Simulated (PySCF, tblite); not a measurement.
# C₄H₆NO radical: geometry, infrared bands and EPR parameters

Aim: predict the infrared bands and EPR parameters of C₄H₆NO radical (`O=C1[CH]CCN1`).

Computed with tblite 0.8.0 and PySCF 2.14.0, with density-fitted response routines of our own, on a single molecule in the gas phase. Atoms are numbered from 0 throughout.

**1. The starting structure**

12 atoms, charge 0, multiplicity 2; geometry from: force field or distance geometry start.

Bonds of the start (Å): O0–C1 1.22, C1–C2 1.44, C2–C3 1.49, C3–C4 1.54, C4–N5 1.43, N5–C1 1.37, C2–H6 1.08, C3–H7 1.10, C3–H8 1.08, C4–H9 1.10, C4–H10 1.09, N5–H11 1.02.

**2. Geometry optimisation with GFN2-xTB**

Job settings and geometry (Å):

```
{"job": {"kind": "relax", "xc": "GFN2-xTB", "basis": "xTB"}, "charge": 0, "multiplicity": 2}
O      2.553600     0.614600    -0.120200
C      1.365900     0.324400    -0.072100
C      0.257300     1.229800    -0.262000
C     -1.039900     0.511500    -0.124800
C     -0.607100    -0.925600     0.200500
N      0.824100    -0.908300     0.195600
H      0.390200     2.279200    -0.492400
H     -1.630900     0.928200     0.702500
H     -1.621800     0.547100    -1.036900
H     -0.952200    -1.633400    -0.563100
H     -0.961400    -1.259900     1.171900
H      1.423400    -1.708200     0.374900
```

Launch:

```sh
$ OMP_NUM_THREADS=1 python probes_run.py task.json out
```

One launch serves the whole session: the jobs run in the order shown.

**Question.** This job is followed by: GFN2-xTB harmonic vibrations, gas phase; UKS B3LYP, pcH-1 on C H N O, non-relativistic, mean-field spin-orbit, GIAO. What will the session give for the following? strongest single infrared mode (GFN2-xTB); zero-point energy (GFN2-xTB); g(iso) (B3LYP); ⟨S²⟩; largest a(iso) (averaged by class); potential on the surface of density 0.002 e/bohr³, 1st and 99th percentile.

The runs gave:

| quantity | value |
| --- | --- |
| strongest single infrared mode (GFN2-xTB) | 1700 cm⁻¹, 478 km/mol |
| zero-point energy (GFN2-xTB) | 58.6 kcal/mol |
| g(iso) (B3LYP) | 2.00344 |
| ⟨S²⟩ | 0.755 (exact 0.75) |
| largest a(iso) (averaged by class) | 1H on H7, H8, 120.7 MHz |
| potential on the surface of density 0.002 e/bohr³, 1st and 99th percentile | -2.24 V and 1.75 V |

In words: Over 13 steps the energy fell by 0.054 eV; of the close pairs, C2–C3 changed most, 1.489 to 1.475 Å. No mode is imaginary among the 30: a minimum at this level. The strongest single mode, at 1700 cm⁻¹, moves mainly C1. GFN2-xTB is a fitted tight-binding method: band positions and strengths are rough. Its intensities can rank the bands wrongly. Most of the unpaired spin sits on C2 (0.90 e). The isotropic g lies 1.1 ppt above the free-electron value. The conformer search found further structures of the same energy, which may be mirror or relabelled copies of this one.
